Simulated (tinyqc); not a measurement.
Inside a calculation (part 1 of 2). Method: ROHF in the sto-3g basis, for OH+, spin multiplicity 3. Computed by tinyqc, a small Python program that keeps every step (integrals from PySCF). Settings: charge = 1, multiplicity = 3, basis = sto-3g, energy threshold = 1e-08, iteration cap = 72, orthogonalisation = symmetric, start = core, DIIS depth = 8, method = ROHF. Command: `OMP_NUM_THREADS=1 python tinyqc.py 23648 23649 out.jsonl` (the two numbers bound the seeds that draw the settings). One thread of a shared host (Intel(R) Xeon(R) Processor @ 2.60GHz), about 0.06 s of CPU time with the checks. Later iterations appear only in the table of the cycle.

## One-electron integrals

Geometry (angstrom):

| atom | x | y | z |
|---|---|---|---|
| O | 0.00000 | 0.00000 | 0.00000 |
| H | 0.00000 | 0.00000 | 1.44200 |

Basis sto-3g: exponents (1/bohr^2) and contraction coefficients of normalised primitives:

| element | l (shell) | exponent | coefficient |
|---|---|---|---|
| O | s (1) | 130.70932 | 0.15433 |
| O | s (1) | 23.80886 | 0.53533 |
| O | s (1) | 6.44361 | 0.44463 |
| O | s (2) | 5.03315 | -0.09997 |
| O | s (2) | 1.16960 | 0.39951 |
| O | s (2) | 0.38039 | 0.70012 |
| O | p (3) | 5.03315 | 0.15592 |
| O | p (3) | 1.16960 | 0.60768 |
| O | p (3) | 0.38039 | 0.39196 |
| H | s (1) | 3.42525 | 0.15433 |
| H | s (1) | 0.62391 | 0.53533 |
| H | s (1) | 0.16886 | 0.44463 |

Overlap, kinetic and nuclear-attraction integrals over the contracted functions; the nuclear repulsion is the sum of Za Zb / Rab.

nuclear repulsion = 2.9357959 hartree

overlap S, lower triangle:
```
          1O 1s    1O 2s   1O 2px   1O 2py   1O 2pz    2H 1s
1O 1s   1.00000
1O 2s   0.23670  1.00000
1O 2px  0.00000  0.00000  1.00000
1O 2py  0.00000  0.00000  0.00000  1.00000
1O 2pz  0.00000  0.00000  0.00000  0.00000  1.00000
2H 1s   0.01748  0.22039  0.00000  0.00000  0.21582  1.00000
```

kinetic energy T (hartree), lower triangle:
```
           1O 1s     1O 2s   1O 2px   1O 2py   1O 2pz    2H 1s
1O 1s   29.00320
1O 2s   -0.16801   0.80813
1O 2px   0.00000   0.00000  2.52873
1O 2py   0.00000   0.00000  0.00000  2.52873
1O 2pz   0.00000   0.00000  0.00000  0.00000  2.52873
2H 1s   -0.00544  -0.00101  0.00000  0.00000  0.04863  0.76003
```

nuclear attraction V (hartree), lower triangle:
```
            1O 1s     1O 2s    1O 2px    1O 2py    1O 2pz     2H 1s
1O 1s   -60.98543
1O 2s    -7.26994  -9.41875
1O 2px    0.00000   0.00000  -9.33175
1O 2py    0.00000   0.00000   0.00000  -9.33175
1O 2pz   -0.00684  -0.08604   0.00000   0.00000  -9.37511
2H 1s    -0.54883  -1.45250   0.00000   0.00000  -1.22769  -4.14719
```

core Hamiltonian H = T + V (hartree), lower triangle:
```
            1O 1s     1O 2s    1O 2px    1O 2py    1O 2pz     2H 1s
1O 1s   -31.98223
1O 2s    -7.43795  -8.61063
1O 2px    0.00000   0.00000  -6.80302
1O 2py    0.00000   0.00000   0.00000  -6.80302
1O 2pz   -0.00684  -0.08604   0.00000   0.00000  -6.84638
2H 1s    -0.55426  -1.45351   0.00000   0.00000  -1.17906  -3.38716
```

## Two-electron integrals

Functions are numbered as in S; the eight-fold symmetry (ij|kl) = (ji|kl) = (kl|ij) leaves the list below.

Two-electron integrals (ij|kl) in chemists' order, unique and non-zero (hartree):
```
(11|11) 4.78507   (21|11) 0.74138   (21|21) 0.13687   (22|11) 1.11895
(22|21) 0.25663   (22|22) 0.81721   (31|31) 0.02448   (32|31) 0.03781
(32|32) 0.18052   (33|11) 1.11581   (33|21) 0.25668   (33|22) 0.81702
(33|33) 0.88016   (41|41) 0.02448   (42|41) 0.03781   (42|42) 0.18052
(43|43) 0.04744   (44|11) 1.11581   (44|21) 0.25668   (44|22) 0.81702
(44|33) 0.78527   (44|44) 0.88016   (51|51) 0.02448   (52|51) 0.03781
(52|52) 0.18052   (53|53) 0.04744   (54|54) 0.04744   (55|11) 1.11581
(55|21) 0.25668   (55|22) 0.81702   (55|33) 0.78527   (55|44) 0.78527
(55|55) 0.88016   (61|11) 0.05532   (61|21) 0.01014   (61|22) 0.01893
(61|33) 0.01890   (61|44) 0.01890   (61|51) 0.00043   (61|52) 0.00082
(61|55) 0.01900   (61|61) 0.00076   (62|11) 0.16364   (62|21) 0.03813
(62|22) 0.13840   (62|33) 0.13594   (62|44) 0.13594   (62|51) 0.00280
(62|52) 0.02347   (62|55) 0.14317   (62|61) 0.00288   (62|62) 0.03176
(63|31) 0.00361   (63|32) 0.02238   (63|53) 0.00461   (63|63) 0.00408
(64|41) 0.00361   (64|42) 0.02238   (64|54) 0.00461   (64|64) 0.00408
(65|11) 0.13138   (65|21) 0.03097   (65|22) 0.12019   (65|33) 0.11513
(65|44) 0.11513   (65|51) 0.00552   (65|52) 0.04088   (65|55) 0.13017
(65|61) 0.00242   (65|62) 0.03365   (65|65) 0.03938   (66|11) 0.36500
(66|21) 0.08635   (66|22) 0.36124   (66|33) 0.34965   (66|44) 0.34965
(66|51) 0.00656   (66|52) 0.07863   (66|55) 0.38411   (66|61) 0.00654
(66|62) 0.11545   (66|65) 0.14060   (66|66) 0.77461
```

## Orthogonalisation

S = U s U^T; symmetric (Loewdin) form X = U s^(-1/2) U^T, so that X^T S X = 1.

eigenvalues of S: 0.64567  0.85063  1.00000  1.00000  1.13302  1.37069

X, lower triangle:
```
           1O 1s     1O 2s   1O 2px   1O 2py    1O 2pz    2H 1s
1O 1s    1.02226
1O 2s   -0.12521   1.04258
1O 2px   0.00000   0.00000  1.00000
1O 2py   0.00000   0.00000  0.00000  1.00000
1O 2pz  -0.00240   0.01971  0.00000  0.00000   1.01880
2H 1s    0.01231  -0.11999  0.00000  0.00000  -0.11492  1.03873
```

## Starting guess

The start is the orbitals of the core Hamiltonian; D(s) = C_occ C_occ^T for each spin.

D(alpha) at the start, lower triangle:
```
           1O 1s     1O 2s   1O 2px   1O 2py    1O 2pz    2H 1s
1O 1s    1.06041
1O 2s   -0.25655   1.08919
1O 2px   0.00000   0.00000  1.00000
1O 2py   0.00000   0.00000  0.00000  1.00000
1O 2pz  -0.00593   0.03191  0.00000  0.00000   1.03313
2H 1s    0.01878  -0.07786  0.00000  0.00000  -0.09700  0.01426
```

D(beta) at the start, lower triangle:
```
           1O 1s     1O 2s   1O 2px   1O 2py    1O 2pz    2H 1s
1O 1s    1.06041
1O 2s   -0.25655   1.08919
1O 2px   0.00000   0.00000  0.00000
1O 2py   0.00000   0.00000  0.00000  0.00000
1O 2pz  -0.00593   0.03191  0.00000  0.00000   1.03313
2H 1s    0.01878  -0.07786  0.00000  0.00000  -0.09700  0.01426
```

## Iteration 1: building the Fock matrix

J_ij = sum D_kl (ij|kl) with D = D(alpha) + D(beta), K_ij = sum D_kl (ik|jl) for each spin; F = H + J - K(s); E = tr D H + tr D J / 2 - 0.5 sum_s tr D(s) K(s) + E_nn.

Coulomb J (hartree), lower triangle:
```
           1O 1s    1O 2s   1O 2px   1O 2py   1O 2pz    2H 1s
1O 1s   16.27476
1O 2s    3.01399  7.13412
1O 2px   0.00000  0.00000  7.09520
1O 2py   0.00000  0.00000  0.00000  7.09520
1O 2pz   0.00145  0.00127  0.00000  0.00000  7.18927
2H 1s    0.22370  1.16061  0.00000  0.00000  0.99143  2.90730
```

exchange K(alpha) (hartree), lower triangle:
```
          1O 1s    1O 2s   1O 2px   1O 2py   1O 2pz    2H 1s
1O 1s   4.91748
1O 2s   0.85670  1.42687
1O 2px  0.00000  0.00000  1.17561
1O 2py  0.00000  0.00000  0.00000  1.17561
1O 2pz  0.00029  0.00216  0.00000  0.00000  1.17653
2H 1s   0.06798  0.20007  0.00000  0.00000  0.12687  0.05091
```

exchange K(beta) (hartree), lower triangle:
```
          1O 1s    1O 2s   1O 2px   1O 2py   1O 2pz    2H 1s
1O 1s   4.86853
1O 2s   0.78108  1.06583
1O 2px  0.00000  0.00000  0.24801
1O 2py  0.00000  0.00000  0.00000  0.24801
1O 2pz  0.00029  0.00216  0.00000  0.00000  1.08164
2H 1s   0.06075  0.15531  0.00000  0.00000  0.11766  0.04276
```

F(alpha) (hartree), lower triangle:
```
            1O 1s     1O 2s    1O 2px    1O 2py    1O 2pz     2H 1s
1O 1s   -20.62495
1O 2s    -5.28066  -2.90337
1O 2px    0.00000   0.00000  -0.88344
1O 2py    0.00000   0.00000   0.00000  -0.88344
1O 2pz   -0.00568  -0.08692   0.00000   0.00000  -0.83364
2H 1s    -0.39854  -0.49297   0.00000   0.00000  -0.31450  -0.53077
```

F(beta) (hartree), lower triangle:
```
            1O 1s     1O 2s   1O 2px   1O 2py    1O 2pz     2H 1s
1O 1s   -20.57600
1O 2s    -5.20504  -2.54234
1O 2px    0.00000   0.00000  0.04417
1O 2py    0.00000   0.00000  0.00000  0.04417
1O 2pz   -0.00568  -0.08692  0.00000  0.00000  -0.73875
2H 1s    -0.39131  -0.44822  0.00000  0.00000  -0.30529  -0.52261
```

total energy of this density = -73.7469597 hartree

## Iteration 1: Roothaan effective Fock matrix

With projectors Pc = D(beta) S, Po = (D(alpha) - D(beta)) S, Pv = 1 - D(alpha) S, the block xy is Px^T F Py; with Fc = (F(alpha) + F(beta))/2, the blocks are Fc for cc, oo, vv and cv, F(beta) for co and F(alpha) for ov.

effective F (hartree), lower triangle:
```
            1O 1s     1O 2s    1O 2px    1O 2py    1O 2pz     2H 1s
1O 1s   -20.60048
1O 2s    -5.24285  -2.72285
1O 2px    0.00000   0.00000  -0.41963
1O 2py    0.00000   0.00000   0.00000  -0.41963
1O 2pz   -0.00568  -0.08692   0.00000   0.00000  -0.78619
2H 1s    -0.39493  -0.47059   0.00000   0.00000  -0.30990  -0.52669
```

## Iteration 1: diagonalisation and new density

Diagonalise F' = X^T F X, C = X C', fill 5 alpha and 3 beta electrons from the bottom; D(s) = C_occ C_occ^T. Each column has its largest component positive (the first on a tie).

F' = X^T F X (hartree), lower triangle:
```
           1         2         3         4         5         6
1  -20.23686
2   -2.64071  -1.81789
3    0.00000   0.00000  -0.41963
4    0.00000   0.00000   0.00000  -0.41963
5   -0.00659  -0.06049   0.00000   0.00000  -0.75265
6   -0.01286  -0.17080   0.00000   0.00000  -0.17668  -0.42669
```

orbital energies (hartree): MO1 -20.60806, MO2 -1.48402, MO3 -0.80825, MO4 -0.41963, MO5 -0.41963, MO6 -0.33375

coefficients C:
```
             MO1       MO2       MO3      MO4       MO5       MO6
1O 1s    0.99490  -0.25874   0.04773  0.00000   0.00000   0.04247
1O 2s    0.02092   1.00724  -0.20895  0.00000   0.00000  -0.24250
1O 2px   0.00000   0.00000   0.00000  0.01986   0.99980   0.00000
1O 2py   0.00000   0.00000   0.00000  0.99980  -0.01986   0.00000
1O 2pz   0.00094   0.12261   0.89420  0.00000   0.00000  -0.48675
2H 1s   -0.00271   0.04996   0.27771  0.00000   0.00000   1.01346
```

D(alpha) after iteration 1, lower triangle:
```
           1O 1s     1O 2s   1O 2px   1O 2py   1O 2pz    2H 1s
1O 1s    1.05905
1O 2s   -0.24977   1.05863
1O 2px   0.00000   0.00000  1.00000
1O 2py   0.00000   0.00000  0.00000  1.00000
1O 2pz   0.01189  -0.06332  0.00000  0.00000  0.81462
2H 1s   -0.00237  -0.00777  0.00000  0.00000  0.25445  0.07962
```

D(beta) after iteration 1, lower triangle:
```
           1O 1s     1O 2s   1O 2px   1O 2py   1O 2pz    2H 1s
1O 1s    1.05905
1O 2s   -0.24977   1.05863
1O 2px   0.00000   0.00000  0.00000
1O 2py   0.00000   0.00000  0.00000  0.00000
1O 2pz   0.01189  -0.06332  0.00000  0.00000  0.81462
2H 1s   -0.00237  -0.00777  0.00000  0.00000  0.25445  0.07962
```

Within a degenerate level the vectors are fixed only up to a rotation; this is one choice.

## Iteration 2: building the Fock matrix

As before.

Coulomb J (hartree), lower triangle:
```
           1O 1s    1O 2s   1O 2px   1O 2py   1O 2pz    2H 1s
1O 1s   15.99939
1O 2s    2.95248  6.98442
1O 2px   0.00000  0.00000  6.95007
1O 2py   0.00000  0.00000  0.00000  6.95007
1O 2pz  -0.00184  0.00947  0.00000  0.00000  7.03035
2H 1s    0.21908  1.15248  0.00000  0.00000  0.99546  3.01996
```

exchange K(alpha) (hartree), lower triangle:
```
          1O 1s     1O 2s   1O 2px   1O 2py   1O 2pz    2H 1s
1O 1s   4.91090
1O 2s   0.84988   1.40211
1O 2px  0.00000   0.00000  1.16669
1O 2py  0.00000   0.00000  0.00000  1.16669
1O 2pz  0.00079  -0.01135  0.00000  0.00000  1.07874
2H 1s   0.06794   0.24683  0.00000  0.00000  0.24635  0.20042
```

exchange K(beta) (hartree), lower triangle:
```
          1O 1s     1O 2s   1O 2px   1O 2py   1O 2pz    2H 1s
1O 1s   4.86195
1O 2s   0.77426   1.04107
1O 2px  0.00000   0.00000  0.23909
1O 2py  0.00000   0.00000  0.00000  0.23909
1O 2pz  0.00079  -0.01135  0.00000  0.00000  0.98385
2H 1s   0.06072   0.20208  0.00000  0.00000  0.23713  0.19226
```

F(alpha) (hartree), lower triangle:
```
            1O 1s     1O 2s    1O 2px    1O 2py    1O 2pz     2H 1s
1O 1s   -20.89374
1O 2s    -5.33535  -3.02832
1O 2px    0.00000   0.00000  -1.01964
1O 2py    0.00000   0.00000   0.00000  -1.01964
1O 2pz   -0.00947  -0.06522   0.00000   0.00000  -0.89477
2H 1s    -0.40313  -0.54786   0.00000   0.00000  -0.42994  -0.56762
```

F(beta) (hartree), lower triangle:
```
            1O 1s     1O 2s    1O 2px    1O 2py    1O 2pz     2H 1s
1O 1s   -20.84479
1O 2s    -5.25974  -2.66728
1O 2px    0.00000   0.00000  -0.09204
1O 2py    0.00000   0.00000   0.00000  -0.09204
1O 2pz   -0.00947  -0.06522   0.00000   0.00000  -0.79988
2H 1s    -0.39590  -0.50311   0.00000   0.00000  -0.42073  -0.55946
```

total energy of this density = -73.9717343 hartree

## Iteration 2: Roothaan effective Fock matrix

As before.

effective F (hartree), lower triangle:
```
            1O 1s     1O 2s    1O 2px    1O 2py    1O 2pz     2H 1s
1O 1s   -20.86926
1O 2s    -5.29755  -2.84780
1O 2px    0.00000   0.00000  -0.55584
1O 2py    0.00000   0.00000   0.00000  -0.55584
1O 2pz   -0.00947  -0.06522   0.00000   0.00000  -0.84732
2H 1s    -0.39951  -0.52548   0.00000   0.00000  -0.42534  -0.56354
```

## Iteration 2: DIIS over 2 matrices

error matrix X^T (FDS - SDF) X:
```
          1         2        3        4         5         6
1   0.00000  -0.00033  0.00000  0.00000   0.00029  -0.00668
2   0.00033   0.00000  0.00000  0.00000  -0.01045   0.07217
3   0.00000   0.00000  0.00000  0.00000   0.00000   0.00000
4   0.00000   0.00000  0.00000  0.00000   0.00000   0.00000
5  -0.00029   0.01045  0.00000  0.00000   0.00000   0.14601
6   0.00668  -0.07217  0.00000  0.00000  -0.14601   0.00000
```

B (overlaps of the stored error matrices):
```
               1              2
1  3.4604239e-01  1.3119525e-01
2  1.3119525e-01  5.3362365e-02
```

Minimise |sum c_i e_i|^2 with sum c_i = 1: solve [B -1; -1 0][c; lambda] = [0; -1] with B_ij = tr e_i^T e_j, and take F = sum c_i F_i.

DIIS coefficients: -0.56806  1.56806

extrapolated F (hartree), lower triangle:
```
            1O 1s     1O 2s    1O 2px    1O 2py    1O 2pz     2H 1s
1O 1s   -21.02195
1O 2s    -5.32862  -2.91877
1O 2px    0.00000   0.00000  -0.63322
1O 2py    0.00000   0.00000   0.00000  -0.63322
1O 2pz   -0.01162  -0.05289   0.00000   0.00000  -0.88205
2H 1s    -0.40212  -0.55666   0.00000   0.00000  -0.49091  -0.58448
```

## Iteration 2: diagonalisation and new density

As before.

F' = X^T F X (hartree), lower triangle:
```
           1         2         3         4         5         6
1  -20.65829
2   -2.65575  -1.99233
3    0.00000   0.00000  -0.63322
4    0.00000   0.00000   0.00000  -0.63322
5   -0.01977   0.00293   0.00000   0.00000  -0.80880
6   -0.00564  -0.24457   0.00000   0.00000  -0.35932  -0.42749
```

orbital energies (hartree): MO1 -21.02888, MO2 -1.67396, MO3 -1.00361, MO4 -0.63322, MO5 -0.63322, MO6 -0.18045

coefficients C:
```
             MO1       MO2       MO3       MO4      MO5       MO6
1O 1s    0.99517  -0.25640   0.04825   0.00000  0.00000   0.04923
1O 2s    0.01985   0.99852  -0.22232   0.00000  0.00000  -0.26566
1O 2px   0.00000   0.00000   0.00000   0.99865  0.05202   0.00000
1O 2py   0.00000   0.00000   0.00000  -0.05202  0.99865   0.00000
1O 2pz   0.00113   0.07826   0.82583   0.00000  0.00000  -0.60285
2H 1s   -0.00250   0.09363   0.40680   0.00000  0.00000   0.96564
```

D(alpha) after iteration 2, lower triangle:
```
           1O 1s     1O 2s   1O 2px   1O 2py   1O 2pz    2H 1s
1O 1s    1.05843
1O 2s   -0.24699   1.04686
1O 2px   0.00000   0.00000  1.00000
1O 2py   0.00000   0.00000  0.00000  1.00000
1O 2pz   0.02090  -0.10543  0.00000  0.00000  0.68813
2H 1s   -0.00687   0.00300  0.00000  0.00000  0.34328  0.17426
```

D(beta) after iteration 2, lower triangle:
```
           1O 1s     1O 2s   1O 2px   1O 2py   1O 2pz    2H 1s
1O 1s    1.05843
1O 2s   -0.24699   1.04686
1O 2px   0.00000   0.00000  0.00000
1O 2py   0.00000   0.00000  0.00000  0.00000
1O 2pz   0.02090  -0.10543  0.00000  0.00000  0.68813
2H 1s   -0.00687   0.00300  0.00000  0.00000  0.34328  0.17426
```

Within a degenerate level the vectors are fixed only up to a rotation; this is one choice.

## Iteration 3: building the Fock matrix

As before.

Coulomb J (hartree), lower triangle:
```
           1O 1s    1O 2s   1O 2px   1O 2py   1O 2pz    2H 1s
1O 1s   15.81489
1O 2s    2.91091  6.87665
1O 2px   0.00000  0.00000  6.84625
1O 2py   0.00000  0.00000  0.00000  6.84625
1O 2pz  -0.00401  0.01083  0.00000  0.00000  6.91470
2H 1s    0.21596  1.14449  0.00000  0.00000  0.99520  3.10320
```

exchange K(alpha) (hartree), lower triangle:
```
          1O 1s     1O 2s   1O 2px   1O 2py   1O 2pz    2H 1s
1O 1s   4.90722
1O 2s   0.84553   1.38081
1O 2px  0.00000   0.00000  1.16042
1O 2py  0.00000   0.00000  0.00000  1.16042
1O 2pz  0.00081  -0.02978  0.00000  0.00000  0.99316
2H 1s   0.06774   0.25915  0.00000  0.00000  0.27418  0.29300
```

exchange K(beta) (hartree), lower triangle:
```
          1O 1s     1O 2s   1O 2px   1O 2py   1O 2pz    2H 1s
1O 1s   4.85826
1O 2s   0.76991   1.01977
1O 2px  0.00000   0.00000  0.23281
1O 2py  0.00000   0.00000  0.00000  0.23281
1O 2pz  0.00081  -0.02978  0.00000  0.00000  0.89827
2H 1s   0.06052   0.21439  0.00000  0.00000  0.26496  0.28485
```

F(alpha) (hartree), lower triangle:
```
            1O 1s     1O 2s    1O 2px    1O 2py    1O 2pz     2H 1s
1O 1s   -21.07456
1O 2s    -5.37258  -3.11479
1O 2px    0.00000   0.00000  -1.11719
1O 2py    0.00000   0.00000   0.00000  -1.11719
1O 2pz   -0.01166  -0.04543   0.00000   0.00000  -0.92484
2H 1s    -0.40605  -0.56816   0.00000   0.00000  -0.45803  -0.57696
```

F(beta) (hartree), lower triangle:
```
            1O 1s     1O 2s    1O 2px    1O 2py    1O 2pz     2H 1s
1O 1s   -21.02560
1O 2s    -5.29696  -2.75375
1O 2px    0.00000   0.00000  -0.18959
1O 2py    0.00000   0.00000   0.00000  -0.18959
1O 2pz   -0.01166  -0.04543   0.00000   0.00000  -0.82995
2H 1s    -0.39882  -0.52341   0.00000   0.00000  -0.44882  -0.56880
```

total energy of this density = -73.9892191 hartree

## Iteration 3: Roothaan effective Fock matrix

As before.

effective F (hartree), lower triangle:
```
            1O 1s     1O 2s    1O 2px    1O 2py    1O 2pz     2H 1s
1O 1s   -21.05008
1O 2s    -5.33477  -2.93427
1O 2px    0.00000   0.00000  -0.65339
1O 2py    0.00000   0.00000   0.00000  -0.65339
1O 2pz   -0.01166  -0.04543   0.00000   0.00000  -0.87740
2H 1s    -0.40243  -0.54579   0.00000   0.00000  -0.45342  -0.57288
```

## Iteration 3: DIIS over 3 matrices

error matrix X^T (FDS - SDF) X:
```
          1         2        3        4         5         6
1   0.00000   0.00004  0.00000  0.00000  -0.00020   0.00185
2  -0.00004   0.00000  0.00000  0.00000   0.00260  -0.01591
3   0.00000   0.00000  0.00000  0.00000   0.00000   0.00000
4   0.00000   0.00000  0.00000  0.00000   0.00000   0.00000
5   0.00020  -0.00260  0.00000  0.00000   0.00000  -0.03875
6  -0.00185   0.01591  0.00000  0.00000   0.03875   0.00000
```

B (overlaps of the stored error matrices), lower triangle:
```
                1               2              3
1   3.4604239e-01
2   1.3119525e-01   5.3362365e-02
3  -3.3374492e-02  -1.3691511e-02  3.5298970e-03
```

As before.

DIIS coefficients: -0.01010  0.22613  0.78397

extrapolated F (hartree), lower triangle:
```
            1O 1s     1O 2s    1O 2px    1O 2py    1O 2pz     2H 1s
1O 1s   -21.01373
1O 2s    -5.32728  -2.91685
1O 2px    0.00000   0.00000  -0.63369
1O 2py    0.00000   0.00000   0.00000  -0.63369
1O 2pz   -0.01122  -0.04949   0.00000   0.00000  -0.87152
2H 1s    -0.40185  -0.54196   0.00000   0.00000  -0.44852  -0.57124
```
